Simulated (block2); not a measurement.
**AlH2O (SMILES [O][AlH2]): a chain of runs**

We compute a series of 12 runs (DMRG/ANO-RCC-MB) of AlH2O. The setting varied is the bond dimension. 

The results are computed with block2 0.5.4.

2 further runs of the same task are left out: 2 set aside as unsound or not needed.

## Step 1: Starting point

The species is AlH2O (4 atoms), meant as a doublet with charge 0. SMILES: `[O][AlH2]`. The coordinates come from a PBE0-D4/def2-TZVP relaxation.

Bond lengths: O1–Al2 1.727 Å, Al2–H3 1.578 Å, Al2–H4 1.578 Å. Angles: O1–Al2–H3 115.8°, O1–Al2–H4 115.8°, H3–Al2–H4 128.3°.

## Step 2: The energy at DMRG/ANO-RCC-MB (start occupation bias 0.3) (run 2)

Contents of make_fcidump.py:

```python
from pyscf import ao2mo, gto, mcscf, mp, scf
from pyscf.tools import fcidump

geom = [
    ("O", (0.062600, -0.856300, 1.401400)),
    ("Al", (0.011300, 0.029900, -0.080400)),
    ("H", (-1.149600, -0.360800, -1.076000)),
    ("H", (1.131100, 1.126800, -0.265300)),
]
mol = gto.M(
    atom=geom,
    basis="ano-rcc-mb",
    spin=1,
    verbose=4,
    max_memory=2000,
)
print("nao: %d" % (mol.nao))
mf = scf.ROHF(mol)
mf.conv_tol = 1e-10
mf.max_cycle = 200
mf.kernel()
if not mf.converged:
    mf = mf.newton().run(mf.mo_coeff, mf.mo_occ)
print(f"reference energy: {mf.e_tot:.10f}")
# rotate to MP2 natural orbitals
occ_no, mo = mcscf.addons.make_natural_orbitals(mp.MP2(mf.to_uhf(), frozen=6).run())
mf.mo_coeff = mo
# FCIDUMP for the DMRG program
cas = mcscf.CASCI(mf, 10, 11)
h1, ecore = cas.get_h1eff()
fcidump.from_integrals("FCIDUMP", h1, cas.get_h2eff(), 10, 11, nuc=ecore, ms=1)
```

Contents of input.conf:

```
sym c1
orbitals FCIDUMP
nelec 11
spin 1
irrep 1
occ 2 2 2 2 2 1 0 0 0 0
cbias 0.3
schedule
0 5 1E-09 1E-04
3 10 1E-09 1E-05
7 10 1E-10 0.0
end
maxiter 13
sweep_tol 1E-07
fiedler
mem 1g
num_thrds 1
prefix ./tmp
outputlevel 2
onepdm
```

The run is started by

```
python make_fcidump.py && block2main input.conf
```

Standard output:

```text
$ python make_fcidump.py

[INPUT] verbose = 4
[INPUT] num. atoms = 4
[INPUT] num. electrons = 23
[INPUT] charge = 0
[INPUT] spin (= nelec alpha-beta = 2S) = 1
[INPUT] symmetry False subgroup None
[INPUT] Mole.unit = angstrom
[INPUT] Symbol           X                Y                Z      unit          X                Y                Z       unit  Magmom
[INPUT]  1 O      0.062600000000  -0.856300000000   1.401400000000 AA    0.118296855398  -1.618172480465   2.648262190965 Bohr   0.0
[INPUT]  2 Al     0.011300000000   0.029900000000  -0.080400000000 AA    0.021353905208   0.056502811124  -0.151933980415 Bohr   0.0
[INPUT]  3 H     -1.149600000000  -0.360800000000  -1.076000000000 AA   -2.172429152800  -0.681813185743  -2.033345310032 Bohr   0.0
[INPUT]  4 H      1.131100000000   1.126800000000  -0.265300000000 AA    2.137469219496   2.129343397160  -0.501344340847 Bohr   0.0

nuclear repulsion = 43.7851309922096
number of shells = 6
number of NR pGTOs = 110
number of NR cGTOs = 16
basis = ano-rcc-mb
ecp = {}
CPU time:         0.73
nao: 16

[... 143 lines left out ...]
 <-- Site =    3-   4 .. Mmps =    5 Ndav =  10 E =   -317.7006189987 Error = 2.37e-03 FLOPS = 1.04e+08 Tdav = 0.00 T = 0.01
[... 36 lines left out ...]
 <-- Site =    2-   3 .. Mmps =   10 Ndav =   7 E =   -317.7895669227 Error = 6.21e-04 FLOPS = 2.10e+08 Tdav = 0.00 T = 0.01
[... 36 lines left out ...]
 <-- Site =    1-   2 .. Mmps =   10 Ndav =   5 E =   -317.8004123289 Error = 1.44e-05 FLOPS = 1.29e+08 Tdav = 0.00 T = 0.01
[... 36 lines left out ...]
 <-- Site =    0-   1 .. Mmps =    4 Ndav =   3 E =   -317.8003897655 Error = 1.31e-17 FLOPS = 7.10e+07 Tdav = 0.00 T = 0.00
[... 45 lines left out ...]
 --> Site =    0-   1 .. Mmps =    3 Ndav =   1 E =   -317.8003909919 Error = 0.00e+00 FLOPS = 4.51e+07 Tdav = 0.00 T = 0.00
[... 49 lines left out ...]
 <-- Site =    5-   6 .. Nterms =            9 Error =  0.000008955527/ 0.000000000000 FLOPS = 7.46e+07 Tmult = 0.00 T = 0.00
 <-- Site =    4-   5 .. Nterms =           11 Error =  0.001017693528/ 0.000000000000 FLOPS = 6.15e+07 Tmult = 0.00 T = 0.00
 <-- Site =    3-   4 .. Nterms =           13 Error =  0.000357680933/ 0.000000000000 FLOPS = 5.47e+07 Tmult = 0.00 T = 0.00
 <-- Site =    2-   3 .. Nterms =           15 Error =  0.003245362324/ 0.000000000000 FLOPS = 5.58e+07 Tmult = 0.00 T = 0.00
 <-- Site =    1-   2 .. Nterms =           17 Error =  0.000011000356/ 0.000000000000 FLOPS = 2.47e+07 Tmult = 0.00 T = 0.00
 <-- Site =    0-   1 .. Nterms =           19 Error =  0.000000000000/ 0.000000000000 FLOPS = 1.82e+07 Tmult = 0.00 T = 0.00
[... 7 lines left out ...]
NPDM Sorting | Nsites =    10 | Nmaxops =  2 | DotSite = 2 | SymbolFree = T | Compressed = T | LowMem = F | Mem = 800 B
 Site =     0 ..  T = 0.000
 Site =     1 ..  T = 0.000
 Site =     2 ..  T = 0.000
 Site =     3 ..  T = 0.000
 Site =     4 ..  T = 0.000
 Site =     5 ..  T = 0.000
 Site =     6 ..  T = 0.000
 Site =     7 ..  T = 0.000
 Site =     8 ..  T = 0.000
Ttotal =      0.000

DMRG OCC =   2.000 1.985 1.954 1.953 1.972 1.010 0.040 0.049 0.013 0.018
```

Wall time 3 s (1 thread of Arm Neoverse V1, shared host); peak memory 0.17 GiB.

## Step 3: The energy at DMRG/ANO-RCC-MB (start occupation bias 0.3) (run 3)

Contents of integrals.py:

```python
from pyscf import ao2mo, gto, mcscf, mp, scf
from pyscf.tools import fcidump

mol = gto.M(atom=[
    ("O", (0.062600, -0.856300, 1.401400)),
    ("Al", (0.011300, 0.029900, -0.080400)),
    ("H", (-1.149600, -0.360800, -1.076000)),
    ("H", (1.131100, 1.126800, -0.265300)),
], basis="ano-rcc-mb", charge=0, spin=1, verbose=4, max_memory=2000)
print("nao = %d" % (mol.nao))
mf = scf.ROHF(mol)
mf.conv_tol = 1e-10
mf.max_cycle = 200
mf.kernel()
if not mf.converged:
    mf = mf.newton().run(mf.mo_coeff, mf.mo_occ)
print(f"SCF energy = {mf.e_tot:.10f}")
# natural orbitals of MP2 give a compact matrix product state
occ_no, mo = mcscf.addons.make_natural_orbitals(mp.MP2(mf.to_uhf(), frozen=6).run())
mf.mo_coeff = mo
# FCIDUMP for the DMRG program
cas = mcscf.CASCI(mf, 10, 11)
h1, ecore = cas.get_h1eff()
fcidump.from_integrals("FCIDUMP", h1, cas.get_h2eff(), 10, 11, nuc=ecore, ms=1)
```

Contents of block.conf:

```
sym c1
orbitals FCIDUMP
nelec 11
spin 1
irrep 1
occ 2 2 2 2 2 1 0 0 0 0
cbias 0.3
schedule
0 10 1E-09 1E-04
3 20 1E-09 1E-05
7 20 1E-10 0.0
end
maxiter 13
sweep_tol 1E-07
fiedler
mem 1g
num_thrds 1
prefix ./tmp
outputlevel 2
onepdm
```

The run is started by

```
python integrals.py && block2main block.conf
```

Standard output:

```text
$ python integrals.py

[INPUT] verbose = 4
[INPUT] num. atoms = 4
[INPUT] num. electrons = 23
[INPUT] charge = 0
[INPUT] spin (= nelec alpha-beta = 2S) = 1
[INPUT] symmetry False subgroup None
[INPUT] Mole.unit = angstrom
[INPUT] Symbol           X                Y                Z      unit          X                Y                Z       unit  Magmom
[INPUT]  1 O      0.062600000000  -0.856300000000   1.401400000000 AA    0.118296855398  -1.618172480465   2.648262190965 Bohr   0.0
[INPUT]  2 Al     0.011300000000   0.029900000000  -0.080400000000 AA    0.021353905208   0.056502811124  -0.151933980415 Bohr   0.0
[INPUT]  3 H     -1.149600000000  -0.360800000000  -1.076000000000 AA   -2.172429152800  -0.681813185743  -2.033345310032 Bohr   0.0
[INPUT]  4 H      1.131100000000   1.126800000000  -0.265300000000 AA    2.137469219496   2.129343397160  -0.501344340847 Bohr   0.0

nuclear repulsion = 43.7851309922096
number of shells = 6
number of NR pGTOs = 110
number of NR cGTOs = 16
basis = ano-rcc-mb
ecp = {}
CPU time:         0.73
nao = 16

[... 156 lines left out ...]
 --> Site =    0-   1 .. Mmps =    3 Ndav =   1 E =   -317.7762975983 Error = 0.00e+00 FLOPS = 3.59e+07 Tdav = 0.00 T = 0.00
[... 39 lines left out ...]
 --> Site =    4-   5 .. Mmps =   20 Ndav =   9 E =   -317.8112366147 Error = 1.52e-04 FLOPS = 7.37e+08 Tdav = 0.03 T = 0.05
[... 39 lines left out ...]
 --> Site =    8-   9 .. Mmps =   17 Ndav =   1 E =   -317.8123786581 Error = 2.02e-16 FLOPS = 1.00e+08 Tdav = 0.00 T = 0.00
[... 48 lines left out ...]
 <-- Site =    5-   6 .. Mmps =   20 Ndav =   7 E =   -317.8128309045 Error = 1.55e-05 FLOPS = 9.89e+08 Tdav = 0.01 T = 0.02
[... 39 lines left out ...]
 <-- Site =    1-   2 .. Mmps =   15 Ndav =   5 E =   -317.8129358625 Error = 4.54e-18 FLOPS = 3.51e+08 Tdav = 0.00 T = 0.01
[... 61 lines left out ...]
 <-- Site =    5-   6 .. Nterms =            9 Error =  0.000004170957/ 0.000000000000 FLOPS = 3.83e+08 Tmult = 0.00 T = 0.00
 <-- Site =    4-   5 .. Nterms =           11 Error =  0.000334457497/ 0.000000000000 FLOPS = 3.01e+08 Tmult = 0.00 T = 0.00
 <-- Site =    3-   4 .. Nterms =           13 Error =  0.000230106928/ 0.000000000000 FLOPS = 2.76e+08 Tmult = 0.00 T = 0.00
 <-- Site =    2-   3 .. Nterms =           15 Error =  0.000312991588/ 0.000000000000 FLOPS = 1.49e+08 Tmult = 0.00 T = 0.00
 <-- Site =    1-   2 .. Nterms =           17 Error =  0.000000000000/ 0.000000000000 FLOPS = 9.23e+07 Tmult = 0.00 T = 0.00
 <-- Site =    0-   1 .. Nterms =           19 Error =  0.000000000000/ 0.000000000000 FLOPS = 6.96e+07 Tmult = 0.00 T = 0.00
[... 7 lines left out ...]
NPDM Sorting | Nsites =    10 | Nmaxops =  2 | DotSite = 2 | SymbolFree = T | Compressed = T | LowMem = F | Mem = 800 B
 Site =     0 ..  T = 0.000
 Site =     1 ..  T = 0.000
 Site =     2 ..  T = 0.000
 Site =     3 ..  T = 0.000
 Site =     4 ..  T = 0.000
 Site =     5 ..  T = 0.000
 Site =     6 ..  T = 0.000
 Site =     7 ..  T = 0.000
 Site =     8 ..  T = 0.000
Ttotal =      0.001

DMRG OCC =   1.999 1.981 1.953 1.949 1.966 1.011 0.044 0.053 0.020 0.021
```

Run time: 3.8 s. Hardware: 1 thread of Arm Neoverse V1, shared host; peak memory 0.17 GiB.

The run stopped without converging.

Runs 4 to 10 aren't shown in full; the table further down has their settings and results.

## Step 4: The singlet cation: the energy at DMRG/ANO-RCC-MB (start occupation bias 0.3) (run 11)

Contents of integrals.py:

```python
from pyscf import ao2mo, gto, mcscf, mp, scf
from pyscf.tools import fcidump

mol = gto.M(atom="""
O
Al 1 1.727343
H 2 1.578466 1 115.84472
H 2 1.578395 3 128.30893 1 -179.98752
""", basis="ano-rcc-mb", charge=1, verbose=4)
print("basis functions               : %d" % (mol.nao))
mf = scf.RHF(mol)
mf.conv_tol = 1e-10
mf.max_cycle = 200
mf.kernel()
if not mf.converged:
    mf = mf.newton().run(mf.mo_coeff, mf.mo_occ)
print("E(SCF)                        : %.10f" % (mf.e_tot))
# rotate to MP2 natural orbitals
occ_no, mo = mcscf.addons.make_natural_orbitals(mp.MP2(mf, frozen=6).run())
mf.mo_coeff = mo
# FCIDUMP for the DMRG program
cas = mcscf.CASCI(mf, 10, 10)
h1, ecore = cas.get_h1eff()
fcidump.from_integrals("FCIDUMP", h1, cas.get_h2eff(), 10, 10, nuc=ecore, ms=0)
```

Contents of block.conf:

```
sym c1
orbitals FCIDUMP
nelec 10
spin 0
irrep 1
occ 2 2 2 2 2 0 0 0 0 0
cbias 0.3
schedule
0 17 1E-07 1E-04
3 35 1E-07 1E-05
7 35 1E-08 0.0
end
maxiter 13
sweep_tol 1E-06
fiedler
mem 1g
num_thrds 1
prefix ./tmp
outputlevel 1
onepdm
```

The run is started by

```
python integrals.py && block2main block.conf
```

Standard output:

```text
$ python integrals.py

[INPUT] verbose = 4
[INPUT] num. atoms = 4
[INPUT] num. electrons = 22
[INPUT] charge = 1
[INPUT] spin (= nelec alpha-beta = 2S) = 0
[INPUT] symmetry False subgroup None
[INPUT] Mole.unit = angstrom
[INPUT] Symbol           X                Y                Z      unit          X                Y                Z       unit  Magmom
[INPUT]  1 O      0.000000000000   0.000000000000   0.000000000000 AA    0.000000000000   0.000000000000   0.000000000000 Bohr   0.0
[INPUT]  2 Al     1.727343000000   0.000000000000   0.000000000000 AA    3.264205193185   0.000000000000   0.000000000000 Bohr   0.0
[INPUT]  3 H      2.415449485272   0.000000000000   1.420585927736 AA    4.564537994885   0.000000000000   2.684518339833 Bohr   0.0
[INPUT]  4 H      2.415458919502  -0.000269774004  -1.420502440890 AA    4.564555822997  -0.000509798984  -2.684360572558 Bohr   0.0

[... 52 lines left out ...]
converged SCF energy = -317.2741383053
[... 45 lines left out ...]
integral sym error =            0
[... 54 lines left out ...]
ATTENTION: DMRG is not converged to desired tolerance of 1.00000e-06
Final canonical form =  LLLLLLLLLC 8
DMRG Energy = -317.394193373254268
[... 2 lines left out ...]
Build NPDM MPO | Nsites =    10 | Nmaxops =  2 | SymbolFree = T | Cutoff = 0.00e+00
 Site =     0 /    10 .. L =        4 R =        1 M =            0 Tmid = 0.000 T = 0.000
 Site =     1 /    10 .. L =        4 R =       19 M =           19 Tmid = 0.000 T = 0.000
 Site =     2 /    10 .. L =        4 R =       17 M =           17 Tmid = 0.000 T = 0.000
 Site =     3 /    10 .. L =        4 R =       15 M =           15 Tmid = 0.000 T = 0.000
 Site =     4 /    10 .. L =        4 R =       13 M =           13 Tmid = 0.000 T = 0.000
 Site =     5 /    10 .. L =        4 R =       11 M =           11 Tmid = 0.000 T = 0.000
 Site =     6 /    10 .. L =        4 R =        9 M =            9 Tmid = 0.000 T = 0.000
 Site =     7 /    10 .. L =        4 R =        7 M =            7 Tmid = 0.000 T = 0.000
 Site =     8 /    10 .. L =        4 R =        5 M =            5 Tmid = 0.000 T = 0.000
 Site =     9 /    10 .. L =        1 R =        4 M =            4 Tmid = 0.000 T = 0.000
Ttotal =      0.000

Expectation | Direction = backward | BRA bond dimension =   35 | KET bond dimension =   35
Time elapsed =      0.028
NPDM Sorting | Nsites =    10 | Nmaxops =  2 | DotSite = 2 | SymbolFree = T | Compressed = T | LowMem = F | Mem = 800 B
Ttotal =      0.000

DMRG OCC =   1.898 1.948 1.990 1.903 1.528 0.478 0.087 0.031 0.047 0.090
```

It took 3.7 s on 1 thread of Arm Neoverse V1, shared host; peak memory 0.17 GiB.

The iterations ended before the threshold was met.

Runs 12 to 13 aren't shown in full; the table further down has their settings and results.

## Step 5: The singlet cation: a single-point energy at DMRG/ANO-RCC-MB (start occupation bias 0.3) (run 14)

Contents of make_fcidump.py:

```python
from pyscf import ao2mo, gto, mcscf, mp, scf
from pyscf.tools import fcidump

geom = """
O
Al 1 1.727343
H 2 1.578466 1 115.84472
H 2 1.578395 3 128.30893 1 -179.98752
"""
mol = gto.M(
    atom=geom,
    basis="ano-rcc-mb",
    charge=1,
    verbose=3,
    max_memory=2000,
)
print("basis functions: %d" % (mol.nao))
mf = scf.RHF(mol)
mf.conv_tol = 1e-10
mf.max_cycle = 200
mf.kernel()
if not mf.converged:
    mf = mf.newton().run(mf.mo_coeff, mf.mo_occ)
print("E(HF): %.10f" % (mf.e_tot))
occ_no, mo = mcscf.addons.make_natural_orbitals(mp.MP2(mf, frozen=6).run())
mf.mo_coeff = mo
cas = mcscf.CASCI(mf, 10, 10)
h1, ecore = cas.get_h1eff()
fcidump.from_integrals("FCIDUMP", h1, cas.get_h2eff(), 10, 10, nuc=ecore, ms=0)
```

Contents of input.conf:

```
sym c1
orbitals FCIDUMP
nelec 10
spin 0
irrep 1
occ 2 2 2 2 2 0 0 0 0 0
cbias 0.3
schedule
0 50 1E-07 1E-04
3 100 1E-07 1E-05
7 100 1E-08 0.0
end
maxiter 13
sweep_tol 1E-06
fiedler
mem 1g
num_thrds 1
prefix ./tmp
outputlevel 1
onepdm
```

The run is started by

```
python make_fcidump.py && block2main input.conf
```

Standard output:

```text
$ python make_fcidump.py
basis functions: 16
converged SCF energy = -317.2741383053
E(HF): -317.2741383053
E(RMP2) = -317.326965512909  E_corr = -0.0528272076093103
E(SCS-RMP2) = -317.333099807111  E_corr = -0.0589615018112741

$ block2main input.conf

[... 32 lines left out ...]
integral sym error =            0
[... 42 lines left out ...]
Final canonical form =  LLLLLLLLLC 8
DMRG Energy = -317.396105110968278
npdm string = ['(C+D)0']

Build NPDM MPO | Nsites =    10 | Nmaxops =  2 | SymbolFree = T | Cutoff = 0.00e+00
 Site =     0 /    10 .. L =        4 R =        1 M =            0 Tmid = 0.000 T = 0.000
 Site =     1 /    10 .. L =        4 R =       19 M =           19 Tmid = 0.000 T = 0.000
 Site =     2 /    10 .. L =        4 R =       17 M =           17 Tmid = 0.000 T = 0.000
 Site =     3 /    10 .. L =        4 R =       15 M =           15 Tmid = 0.000 T = 0.000
 Site =     4 /    10 .. L =        4 R =       13 M =           13 Tmid = 0.000 T = 0.000
 Site =     5 /    10 .. L =        4 R =       11 M =           11 Tmid = 0.000 T = 0.000
 Site =     6 /    10 .. L =        4 R =        9 M =            9 Tmid = 0.000 T = 0.000
 Site =     7 /    10 .. L =        4 R =        7 M =            7 Tmid = 0.000 T = 0.000
 Site =     8 /    10 .. L =        4 R =        5 M =            5 Tmid = 0.000 T = 0.000
 Site =     9 /    10 .. L =        1 R =        4 M =            4 Tmid = 0.000 T = 0.000
Ttotal =      0.000

Expectation | Direction = backward | BRA bond dimension =  100 | KET bond dimension =  100
Time elapsed =      0.051
NPDM Sorting | Nsites =    10 | Nmaxops =  2 | DotSite = 2 | SymbolFree = T | Compressed = T | LowMem = F | Mem = 800 B
Ttotal =      0.000

DMRG OCC =   1.891 1.943 1.990 1.894 1.520 0.493 0.090 0.031 0.050 0.098
```

It took 6.1 s on 1 thread of Arm Neoverse V1, shared host; peak memory 0.18 GiB.

## Step 6: Overview of the runs

| run | bond dimension | bond dims | partner | energy (Eh) | wall time |
| --- | --- | --- | --- | --- | --- |
| 2 | 10 | (5, 10) | base | -317.805792 | 3 s |
| 3 | 20 | (10, 20) | base | not converged | 3.8 s |
| 4 | 35 | (17, 35) | base | -317.815970 | 4.7 s |
| 5 | 50 | (25, 50) | base | -317.816174 | 5.2 s |
| 6 | 75 | (37, 75) | base | -317.816270 | 6.1 s |
| 7 | 100 | (50, 100) | base | -317.816282 | 8.2 s |
| 9 | 10 | (5, 10) | cation | -317.363695 | 2.8 s |
| 10 | 20 | (10, 20) | cation | -317.390459 | 3 s |
| 11 | 35 | (17, 35) | cation | not converged | 3.7 s |
| 12 | 50 | (25, 50) | cation | not converged | 4.6 s |
| 13 | 75 | (37, 75) | cation | -317.396017 | 4.6 s |
| 14 | 100 | (50, 100) | cation | -317.396105 | 6.1 s |

Convergence of the total energy of doublet AlH2O with the bond dimension, against the last point:

| bond dimension | from the last (mEh) | wall time |
| --- | --- | --- |
| 10 | +10.490 | 3 s |
| 35 | +0.313 | 4.7 s |
| 50 | +0.108 | 5.2 s |
| 75 | +0.012 | 6.1 s |
| 100 | +0.000 | 8.2 s |

## Step 7: Outcome

```
                                                                      quantity          value
                                          singlet cation, run 14: total energy  -317.39611 Eh
 vertical ionisation energy (to the singlet cation) (run 2, bond dimension 10)      12.030 eV
 vertical ionisation energy (to the singlet cation) (run 6, bond dimension 75)      11.436 eV
vertical ionisation energy (to the singlet cation) (run 7, bond dimension 100)      11.434 eV
```

**Reading.** For the total energy of doublet AlH2O to stay within 10 mEh of the last point, 35 is the first point of the series from which all later ones do (4.7 s against 8.2 s). For the total energy of doublet AlH2O to stay within 2 mEh of the last point, 35 is the first point of the series from which all later ones do (4.7 s against 8.2 s). In runs 2, 4, 5, 6, 7, 9, 10, 13 and more the basis is minimal, so the values are rough. In runs 2, 4, 5, 6, 7, 9, 10, 13 and more relativity is left out where basis or elements ask for it. All runs together took 56 s, the longest 8.2 s. 3 of the 12 runs did not end normally.
